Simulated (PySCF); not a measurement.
# NSF3 (thiazyl trifluoride): levels of theory compared

We compute a comparison of 5 runs (HF/def2-SVP, B3LYP/6-31G*, PBE0/def2-SVP, PBE/def2-SVPD) of NSF3 (thiazyl trifluoride). 

Program for the calculation: PySCF 2.14.0.

## (1) The structure to begin with

The species is NSF3 (5 atoms), meant as a singlet with charge 0. SMILES: `N#S(F)(F)F`. Geometry: relaxed at PBE0-D4/def2-TZVP.

Bond lengths: N1–S2 1.409 Å, S2–F3 1.555 Å, S2–F4 1.555 Å, S2–F5 1.555 Å. Angles: N1–S2–F3 122.6°, N1–S2–F4 122.6°, N1–S2–F5 122.6°, F3–S2–F4 93.7°, F3–S2–F5 93.7°, F4–S2–F5 93.7°.

## (2) Energy and gradient at HF/def2-SVP (run 1)

Contents of calc.py:

```python
from pyscf import gto

system = gto.M(
    atom='''
N   -0.349630  -0.004150   1.591380
S   -0.047340  -0.000560   0.215490
F    1.023370  -0.939300  -0.408980
F   -1.108620  -0.317610  -0.875740
F    0.482210   1.261610  -0.522150
''',
    max_memory=1860,
    verbose=3,
    basis='def2-svp',
    charge=0,
)

myscf = system.RHF()
myscf.conv_tol = 1e-10
myscf.kernel()
if not myscf.converged:
    myscf = myscf.newton().run(myscf.mo_coeff, myscf.mo_occ)

energy = myscf.e_tot
print(f'total energy: {energy:.8f} hartree')
grad = myscf.nuc_grad_method().kernel()
dip = myscf.dip_moment()
pop, q = myscf.mulliken_pop()
```

Command:

```console
$ OMP_NUM_THREADS=1 python calc.py
```

Output:

```text
converged SCF energy = -749.665839378416
total energy: -749.66583938 hartree
--------------- RHF gradients ---------------
         x                y                z
0 N    -0.0098202023    -0.0001178183     0.0446893231
1 S     0.0083737460     0.0001017145    -0.0381008011
2 F     0.0068180679    -0.0066825411    -0.0008218677
3 F    -0.0083415557    -0.0022631626    -0.0041396370
4 F     0.0029699441     0.0089618075    -0.0016270174
----------------------------------------------
Dipole moment(X, Y, Z, Debye):  0.42421,  0.00506, -1.93068
 ** Mulliken pop  **
pop of  0 N 1s            1.99181
pop of  0 N 2s            1.07086
pop of  0 N 3s            0.74884
pop of  0 N 2px           0.72202
pop of  0 N 2py           0.72263
pop of  0 N 2pz           0.70999
pop of  0 N 3px           0.55977
pop of  0 N 3py           0.57210
pop of  0 N 3pz           0.31650
pop of  0 N 3dxy          0.00053
pop of  0 N 3dyz          0.01292
pop of  0 N 3dz^2         0.01249
pop of  0 N 3dxz          0.01259
pop of  0 N 3dx2-y2       0.00075
pop of  1 S 1s            1.99934
pop of  1 S 2s            1.99091
pop of  1 S 3s            1.14176
pop of  1 S 4s           -0.00403
pop of  1 S 2px           1.97849
pop of  1 S 2py           1.97840
pop of  1 S 2pz           1.98024
pop of  1 S 3px           0.49936
pop of  1 S 3py           0.49501
pop of  1 S 3pz           0.58525
pop of  1 S 4px           0.40624
pop of  1 S 4py           0.41596
pop of  1 S 4pz           0.21447
pop of  1 S 3dxy          0.11298
pop of  1 S 3dyz          0.22275
pop of  1 S 3dz^2         0.12311
pop of  1 S 3dxz          0.24054
pop of  1 S 3dx2-y2       0.07530
pop of  2 F 1s            1.99156
pop of  2 F 2s            1.13509
pop of  2 F 3s            0.82796
pop of  2 F 2px           1.06763
pop of  2 F 2py           1.09615
pop of  2 F 2pz           1.16016
pop of  2 F 3px           0.67589
pop of  2 F 3py           0.68990
pop of  2 F 3pz           0.70880
pop of  2 F 3dxy          0.00361
pop of  2 F 3dyz          0.00170
pop of  2 F 3dz^2         0.00119
pop of  2 F 3dxz          0.00209
pop of  2 F 3dx2-y2       0.00167
pop of  3 F 1s            1.99156
pop of  3 F 2s            1.13509
pop of  3 F 3s            0.82796
pop of  3 F 2px           1.07183
pop of  3 F 2py           1.17910
pop of  3 F 2pz           1.07301
pop of  3 F 3px           0.67279
pop of  3 F 3py           0.73535
pop of  3 F 3pz           0.66646
pop of  3 F 3dxy          0.00125
pop of  3 F 3dyz          0.00127
pop of  3 F 3dz^2         0.00173
pop of  3 F 3dxz          0.00448
pop of  3 F 3dx2-y2       0.00153
pop of  4 F 1s            1.99156
pop of  4 F 2s            1.13509
pop of  4 F 3s            0.82795
pop of  4 F 2px           1.16017
pop of  4 F 2py           1.02049
pop of  4 F 2pz           1.14328
pop of  4 F 3px           0.72520
pop of  4 F 3py           0.64853
pop of  4 F 3pz           0.70086
pop of  4 F 3dxy          0.00239
pop of  4 F 3dyz          0.00340
pop of  4 F 3dz^2         0.00115
pop of  4 F 3dxz          0.00096
pop of  4 F 3dx2-y2       0.00236
 ** Mulliken atomic charges  **
charge of    0N =     -0.45378
charge of    1S =      1.54394
charge of    2F =     -0.36339
charge of    3F =     -0.36339
charge of    4F =     -0.36339
```

Run time: 2.5 s. Hardware: 1 thread of Arm Neoverse V2, shared host; peak memory 0.18 GiB.

## (3) Energy and forces at B3LYP/6-31G(d) (spherical functions) (run 2)

Contents of calc.py:

```python
# N#S(F)(F)F
from pyscf import gto, dft

molecule = gto.Mole()
molecule.atom = '''
N   -0.349630  -0.004150   1.591380
S   -0.047340  -0.000560   0.215490
F    1.023370  -0.939300  -0.408980
F   -1.108620  -0.317610  -0.875740
F    0.482210   1.261610  -0.522150
'''
molecule.max_memory = 1860
molecule.verbose = 4
molecule.basis = '6-31g*'
molecule.build()

mf = dft.RKS(molecule, xc='b3lyp')
mf.conv_tol = 1e-10
mf.grids.level = 5
mf.kernel()
if not mf.converged:
    mf = mf.newton().run(mf.mo_coeff, mf.mo_occ)

energy = mf.e_tot
print('E = %.10f Eh' % energy)
grad = mf.nuc_grad_method().kernel()
mf.analyze()
```

Command:

```console
$ OMP_NUM_THREADS=1 python calc.py
```

Output:

```text
PySCF version 2.14.0

[INPUT] num. atoms = 5
[INPUT] num. electrons = 50
[INPUT] charge = 0
[INPUT] spin (= nelec alpha-beta = 2S) = 0
[INPUT] symmetry False subgroup None
[INPUT] Mole.unit = angstrom
[INPUT] Symbol           X                Y                Z      unit          X                Y                Z       unit  Magmom
[INPUT]  1 N     -0.349630000000  -0.004150000000   1.591380000000 AA   -0.660704944932  -0.007842363417   3.007272360110 Bohr   0.0
[INPUT]  2 S     -0.047340000000  -0.000560000000   0.215490000000 AA   -0.089459634737  -0.001058246630   0.407217082583 Bohr   0.0
[INPUT]  3 F      1.023370000000  -0.939300000000  -0.408980000000 AA    1.933889024096  -1.775019748804  -0.772860190425 Bohr   0.0
[INPUT]  4 F     -1.108620000000  -0.317610000000  -0.875740000000 AA   -2.094988176215  -0.600195914423  -1.654908756327 Bohr   0.0
[INPUT]  5 F      0.482210000000   1.261610000000  -0.522150000000 AA    0.911244834527   2.384097376013  -0.986720495942 Bohr   0.0

[... 77 lines left out ...]
One-electron Energy =                -1604.576288960577358
[... 8 lines left out ...]
MO #4   energy= -24.7836412376166  occ= 2
[... 6 lines left out ...]
MO #11  energy= -1.28075981415515  occ= 2
[... 6 lines left out ...]
MO #18  energy= -0.531984509045057 occ= 2
[... 6 lines left out ...]
MO #25  energy= -0.334861369541325 occ= 2
[... 6 lines left out ...]
MO #32  energy= 0.303479049051452  occ= 0
[... 6 lines left out ...]
MO #39  energy= 0.851676795749693  occ= 0
[... 6 lines left out ...]
MO #46  energy= 1.19193553012062   occ= 0
[... 6 lines left out ...]
MO #53  energy= 1.62449537841531   occ= 0
[... 6 lines left out ...]
MO #60  energy= 1.77401166697734   occ= 0
[... 6 lines left out ...]
MO #67  energy= 2.05710948963799   occ= 0
[... 6 lines left out ...]
MO #74  energy= 2.80793527253825   occ= 0
[... 43 lines left out ...]
pop of  2 F 3dxy          0.00552
pop of  2 F 3dyz          0.00274
pop of  2 F 3dz^2         0.00215
pop of  2 F 3dxz          0.00331
pop of  2 F 3dx2-y2       0.00335
pop of  3 F 1s            1.99997
pop of  3 F 2s            1.89747
pop of  3 F 3s            0.00669
pop of  3 F 2px           1.77758
pop of  3 F 2py           1.91793
pop of  3 F 2pz           1.77480
pop of  3 F 3px           0.00150
pop of  3 F 3py           0.00171
pop of  3 F 3pz           0.00156
pop of  3 F 3dxy          0.00242
pop of  3 F 3dyz          0.00214
pop of  3 F 3dz^2         0.00310
pop of  3 F 3dxz          0.00674
pop of  3 F 3dx2-y2       0.00267
pop of  4 F 1s            1.99997
pop of  4 F 2s            1.89747
pop of  4 F 3s            0.00669
pop of  4 F 2px           1.89336
pop of  4 F 2py           1.71239
pop of  4 F 2pz           1.86456
pop of  4 F 3px           0.00171
pop of  4 F 3py           0.00152
pop of  4 F 3pz           0.00155
pop of  4 F 3dxy          0.00411
pop of  4 F 3dyz          0.00528
pop of  4 F 3dz^2         0.00215
pop of  4 F 3dxz          0.00154
pop of  4 F 3dx2-y2       0.00399
 ** Mulliken atomic charges  **
charge of    0N =     -0.67552
charge of    1S =      1.86437
charge of    2F =     -0.39628
charge of    3F =     -0.39628
charge of    4F =     -0.39628
Dipole moment(X, Y, Z, Debye):  0.43900,  0.00522, -1.99811
```

Run time: 17 s. Hardware: 1 thread of Arm Neoverse V2, shared host; peak memory 0.76 GiB.

Runs 3 to 4 aren't shown in full; the table further down has their settings and results.

## (4) Energy and gradient at PBE/def2-SVPD (run 5)

Contents of geometry.xyz:

```xyz
5

N     -0.349630    -0.004150     1.591380
S     -0.047340    -0.000560     0.215490
F      1.023370    -0.939300    -0.408980
F     -1.108620    -0.317610    -0.875740
F      0.482210     1.261610    -0.522150
```

Contents of job.py:

```python
import pyscf.grad
from pyscf import gto, dft

mol = gto.M(
    atom='geometry.xyz',
    basis='def2-svpd',
    max_memory=1860,
    spin=0,
    verbose=4,
)

calc0 = dft.RKS(mol, xc='pbe')
calc0.conv_tol = 1e-10
calc0.grids.level = 5
calc0.kernel()
if not calc0.converged:
    calc0 = calc0.newton().run(calc0.mo_coeff, calc0.mo_occ)

etot = calc0.e_tot
print('Final energy', etot)
grad = calc0.Gradients().kernel()
calc0.analyze()
```

Command:

```console
$ OMP_NUM_THREADS=1 python job.py
```

Output:

```text
PySCF version 2.14.0

[INPUT] num. atoms = 5
[INPUT] num. electrons = 50
[INPUT] charge = 0
[INPUT] spin (= nelec alpha-beta = 2S) = 0
[INPUT] symmetry False subgroup None
[INPUT] Mole.unit = angstrom
[INPUT] Symbol           X                Y                Z      unit          X                Y                Z       unit  Magmom
[INPUT]  1 N     -0.349630000000  -0.004150000000   1.591380000000 AA   -0.660704944932  -0.007842363417   3.007272360110 Bohr   0.0
[INPUT]  2 S     -0.047340000000  -0.000560000000   0.215490000000 AA   -0.089459634737  -0.001058246630   0.407217082583 Bohr   0.0
[INPUT]  3 F      1.023370000000  -0.939300000000  -0.408980000000 AA    1.933889024096  -1.775019748804  -0.772860190425 Bohr   0.0
[INPUT]  4 F     -1.108620000000  -0.317610000000  -0.875740000000 AA   -2.094988176215  -0.600195914423  -1.654908756327 Bohr   0.0
[INPUT]  5 F      0.482210000000   1.261610000000  -0.522150000000 AA    0.911244834527   2.384097376013  -0.986720495942 Bohr   0.0

[... 80 lines left out ...]
Total Energy =                        -751.458599749076029
[... 12 lines left out ...]
MO #6   energy= -7.95469923442892  occ= 2
[... 10 lines left out ...]
MO #17  energy= -0.502962548996211 occ= 2
[... 10 lines left out ...]
MO #28  energy= -0.0200753881409359 occ= 0
[... 10 lines left out ...]
MO #39  energy= 0.196466828652742  occ= 0
[... 10 lines left out ...]
MO #50  energy= 0.376180466011814  occ= 0
[... 10 lines left out ...]
MO #61  energy= 0.611072697914247  occ= 0
[... 10 lines left out ...]
MO #72  energy= 0.889085586341151  occ= 0
[... 10 lines left out ...]
MO #83  energy= 1.25858161663269   occ= 0
[... 10 lines left out ...]
MO #94  energy= 2.04243405017895   occ= 0
[... 10 lines left out ...]
MO #105 energy= 3.1497993251307    occ= 0
[... 10 lines left out ...]
MO #116 energy= 3.52370396621109   occ= 0
[... 85 lines left out ...]
pop of  3 F 3dxy          0.00212
pop of  3 F 3dyz          0.00198
pop of  3 F 3dz^2         0.00270
pop of  3 F 3dxz          0.00496
pop of  3 F 3dx2-y2       0.00232
pop of  3 F 4dxy          0.00161
pop of  3 F 4dyz          0.00142
pop of  3 F 4dz^2         0.00203
pop of  3 F 4dxz          0.00245
pop of  3 F 4dx2-y2       0.00161
pop of  4 F 1s            1.99995
pop of  4 F 2s            1.89444
pop of  4 F 3s            0.00826
pop of  4 F 4s            0.00216
pop of  4 F 2px           1.88771
pop of  4 F 2py           1.70943
pop of  4 F 2pz           1.86093
pop of  4 F 3px           0.00381
pop of  4 F 3py           0.00177
pop of  4 F 3pz           0.00364
pop of  4 F 4px           0.00173
pop of  4 F 4py           0.00195
pop of  4 F 4pz           0.00203
pop of  4 F 3dxy          0.00335
pop of  4 F 3dyz          0.00400
pop of  4 F 3dz^2         0.00198
pop of  4 F 3dxz          0.00139
pop of  4 F 3dx2-y2       0.00336
pop of  4 F 4dxy          0.00213
pop of  4 F 4dyz          0.00211
pop of  4 F 4dz^2         0.00150
pop of  4 F 4dxz          0.00132
pop of  4 F 4dx2-y2       0.00205
 ** Mulliken atomic charges  **
charge of    0N =     -0.66616
charge of    1S =      1.86920
charge of    2F =     -0.40101
charge of    3F =     -0.40102
charge of    4F =     -0.40101
Dipole moment(X, Y, Z, Debye):  0.40085,  0.00482, -1.82437
```

It took 31 s on 1 thread of Arm Neoverse V2, shared host; peak memory 1.2 GiB.

## (5) All runs side by side

```tsv
run	level	integration grid	Cartesian functions	energy (Eh)	dipole moment (D)	HOMO energy (eV)	LUMO energy (eV)	wall time
1	HF/def2-SVP	–	no	-749.665839	1.98	-13.24	4.03	2.5 s
2	B3LYP/6-31G* (spherical functions)	5	no	-752.293126	2.05	-9.11	-1.15	17 s
3	PBE0/def2-SVP	5	no	-751.424580	1.86	-9.61	-0.81	15 s
4	B3LYP/6-31G* (Cartesian functions)	5	yes	-752.300908	2.05	-9.13	-1.16	18 s
5	PBE/def2-SVPD	5	no	-751.458600	1.87	-8.38	-2.62	31 s
```

## (6) Summary of results

| quantity | value |
| --- | --- |
| run 5: total energy | -751.45860 Eh |
| run 5: dipole moment | 1.87 D |
| run 5: HOMO energy | -8.38 eV |
| run 5: LUMO energy | -2.62 eV |
| run 5: HOMO–LUMO gap | 5.76 eV |
| run 5: largest force on an atom | 3.085 eV/Å |

What this shows: The dipole moment (its size) runs from 1.86 D (PBE0/def2-SVP) to 2.05 D (B3LYP/6-31G*). The two ends differ in method and basis. The HOMO–LUMO gap runs from 5.76 eV (PBE/def2-SVPD) to 17.27 eV (HF/def2-SVP). Totals of different functionals can't be ranked against each other. All runs together took 83 s, the longest 31 s.
